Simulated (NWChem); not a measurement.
The numbers come from NWChem runs, not from measurements. System: H2Si, charge 0, spin multiplicity 1, at a geometry optimised with PBE/def2-SVP. The structure started from a generated list of species. Level: G0W0@PBE0/def2-SVPD, RI basis def2-svpd-rifit.

The NWChem input:

```
start mol
memory heap 200 mb stack 700 mb global 1700 mb
geometry units angstroms nocenter noautoz
  Si     0.000000     0.000000     0.136322
  H      1.100063     0.000000    -0.954257
  H     -1.100063     0.000000    -0.954257
  symmetry group C2v
end
basis spherical
  * library def2-svpd
end
basis "ri basis" bse spherical
  * library def2-svpd-rifit
end
dft
  xc pbe0
  iterations 100
  direct
  tolerances tight
end
task dft energy
gw
  states alpha occ 4 vir 2
end
task dft gw
```

Part of the output:

```
             Northwest Computational Chemistry Package (NWChem) 7.3.0
             --------------------------------------------------------

                                NWChem Input Module
                                -------------------

 Scaling coordinates for geometry "geometry" by  1.889725989
 (inverse scale =  0.529177249)

 Turning off AUTOSYM since
 SYMMETRY directive was detected!

                             Geometry "geometry" -> ""
                             -------------------------

 Output coordinates in angstroms (scale by  1.889725989 to convert to a.u.)

  No.       Tag          Charge          X              Y              Z
 ---- ---------------- ---------- -------------- -------------- --------------
    1 Si                  14.0000     0.00000000     0.00000000     0.13632200
    2 H                    1.0000     1.10006300     0.00000000    -0.95425700
    3 H                    1.0000    -1.10006300     0.00000000    -0.95425700

 Effective nuclear repulsion energy (a.u.)       9.8058239372

            Nuclear Dipole moment (a.u.)
            ----------------------------
        X                 Y               Z
 ---------------- ---------------- ----------------
     0.0000000000     0.0000000000    -0.0000113384

      Symmetry information
      --------------------

 Group name             C2v
 Group number             16
 Group order               4
 No. of unique centers     2

      Symmetry unique atoms

     1    2


 Summary of "ao basis" -> "" (spherical)
 ------------------------------------------------------------------------------
       Tag                 Description            Shells   Functions and Types
 ---------------- ------------------------------  ------  ---------------------
 *                         def2-svpd                  on all atoms

 new library libraries.bse/

 Summary of "ri basis" -> "" (spherical)
 ------------------------------------------------------------------------------
       Tag                 Description            Shells   Functions and Types
 ---------------- ------------------------------  ------  ---------------------
 *                      def2-svpd-rifit               on all atoms

                                 NWChem DFT Module
                                 -----------------

 Summary of "ao basis" -> "ao basis" (spherical)
 ------------------------------------------------------------------------------
       Tag                 Description            Shells   Functions and Types
 ---------------- ------------------------------  ------  ---------------------
 Si                        def2-svpd                10       24   5s3p2d
 H                         def2-svpd                 4        8   2s2p

 Summary of "ao basis" -> "ao basis" (spherical)
 ------------------------------------------------------------------------------
       Tag                 Description            Shells   Functions and Types
 ---------------- ------------------------------  ------  ---------------------
 Si                        def2-svpd                10       24   5s3p2d
 H                         def2-svpd                 4        8   2s2p

      Symmetry analysis of basis
      --------------------------

        a1         18
        a2          4
        b1         11
        b2          7

            General Information
            -------------------
          SCF calculation type: DFT
          Wavefunction type:  closed shell.
          No. of atoms     :     3
[...]
 Vector    8  Occ=2.000000D+00  E=-2.527968D-01  Symmetry=a1
              MO Center= -2.5D-15, -5.7D-16,  3.0D-01, r^2= 2.3D+00
   Bfn.  Coefficient  Atom+Function         Bfn.  Coefficient  Atom+Function
  ----- ------------  ---------------      ----- ------------  ---------------
    14      0.436442  1 Si pz                 3      0.401083  1 Si s
    11      0.329681  1 Si pz                 2      0.229867  1 Si s
     4      0.213355  1 Si s                 25     -0.196013  2 H  s
    33     -0.196013  3 H  s                  8     -0.178832  1 Si pz
    26     -0.086732  2 H  s                 34     -0.086732  3 H  s

 Vector    9  Occ=0.000000D+00  E=-1.136163D-01  Symmetry=b2
              MO Center=  1.7D-19,  2.6D-16,  8.3D-02, r^2= 2.5D+00
   Bfn.  Coefficient  Atom+Function         Bfn.  Coefficient  Atom+Function
  ----- ------------  ---------------      ----- ------------  ---------------
    13      0.662075  1 Si py                10      0.404371  1 Si py
     7     -0.218603  1 Si py                31      0.039879  2 H  py
    39      0.039879  3 H  py

 Vector   10  Occ=0.000000D+00  E= 2.892289D-02  Symmetry=a1
              MO Center=  3.3D-16,  3.7D-18,  1.2D-01, r^2= 8.7D+00
   Bfn.  Coefficient  Atom+Function         Bfn.  Coefficient  Atom+Function
  ----- ------------  ---------------      ----- ------------  ---------------
     5     -2.908997  1 Si s                  4      2.855130  1 Si s
    14     -0.325079  1 Si pz                26     -0.293503  2 H  s
    34     -0.293503  3 H  s                  2      0.196911  1 Si s
     3      0.175401  1 Si s                 11     -0.103019  1 Si pz
    25     -0.048364  2 H  s                 33     -0.048364  3 H  s

 Vector   11  Occ=0.000000D+00  E= 3.038654D-02  Symmetry=b1
              MO Center= -1.0D-14, -2.8D-15,  3.0D-01, r^2= 4.2D+00
   Bfn.  Coefficient  Atom+Function         Bfn.  Coefficient  Atom+Function
  ----- ------------  ---------------      ----- ------------  ---------------
    23     -0.490214  1 Si d  1              12      0.469148  1 Si px
     9      0.259576  1 Si px                25     -0.199706  2 H  s
    33      0.199706  3 H  s                 18     -0.148977  1 Si d  1
     6     -0.133538  1 Si px                26     -0.114459  2 H  s
    34      0.114459  3 H  s                 32      0.108873  2 H  pz

 center of mass
 --------------
 x =   0.00000000 y =   0.00000000 z =   0.11910884

 moments of inertia (a.u.)
 ------------------
           7.985705428413           0.000000000000           0.000000000000
           0.000000000000          16.696302196145           0.000000000000
           0.000000000000           0.000000000000           8.710596767732

     Multipole analysis of the density
     ---------------------------------

     L   x y z        total         alpha         beta         nuclear
     -   - - -        -----         -----         ----         -------
     0   0 0 0     -0.000000     -8.000000     -8.000000     16.000000

     1   1 0 0     -0.000000     -0.000000     -0.000000      0.000000
     1   0 1 0     -0.000000     -0.000000     -0.000000      0.000000
     1   0 0 1     -0.054230     -0.027109     -0.027109     -0.000011

     2   2 0 0    -12.035252    -10.339109    -10.339109      8.642966
     2   1 1 0     -0.000000     -0.000000     -0.000000      0.000000
     2   1 0 1     -0.000000     -0.000000     -0.000000      0.000000
     2   0 2 0     -9.229847     -4.614923     -4.614923      0.000000
     2   0 1 1     -0.000000     -0.000000     -0.000000      0.000000
     2   0 0 2    -13.376871    -10.404814    -10.404814      7.432758

 Task  times  cpu:        0.7s     wall:        0.7s

                                NWChem Input Module
                                -------------------

                                 NWChem GW Module
                                 ----------------

                             ***********************
                             ***        GW       ***
                             ***********************

 Summary of "ri basis" -> "ri basis" (spherical)
 ------------------------------------------------------------------------------
       Tag                 Description            Shells   Functions and Types
 ---------------- ------------------------------  ------  ---------------------
 Si                     def2-svpd-rifit             24       78   9s6p6d3f
 H                      def2-svpd-rifit              9       23   4s3p2d

                 Memory Information
                 ------------------
          Available GA per process is          1700.0 MBs
          Available stack per process is        700.0 MBs
          Available heap per process is           0.0 MBs

          Peak memory in Initialization
              Peak GA per process is                  0.5 MBs
              Peak stack per process is               0.0 MBs
              Peak heap per process is                0.6 MBs
              Memory not in MA per process            0.0 MBs

          Peak memory in AFF Calculation
              Peak GA per process is                  1.1 MBs
              Peak stack per process is               0.5 MBs
              Peak heap per process is                0.0 MBs
              Memory not in MA per process            0.5 MBs

          Computing 2-center integrals
          Computing Inverse Cholesky factor
          Computing 3-center integrals
          Computing V_xc ...

          Computing Sigma_x
          Computing RPA polarizability
          Solving quasiparticle equations

                  Alpha Orbitals
          State     Energy (eV)     Error (eV)
          -----------------------------------
@GW         5       -105.724           0.005
@GW         6        -15.788           0.004
@GW         7        -11.508           0.002
@GW         8         -9.101           0.005
@GW         9         -0.491           0.002
@GW        10          2.187           0.003

   Applying  -2.2218 eV scissor-shift to rest of particle states

   Applying   2.6011 eV scissor-shift to rest of hole states

     GW Timing Statistics
   ------------------------
   Init.   :          0.0s
     ERIs  :          0.1s
     Distr.:          0.0s
     Vxc   :          0.1s
   Sigma_x :          0.0s
   RPA     :          0.0s
   Wmn     :          0.0s
   Sigma_c :          0.0s
   GW total:          0.2s

 Task  times  cpu:        0.2s     wall:        0.2s

 Total times  cpu:        1.0s     wall:        1.0s
```
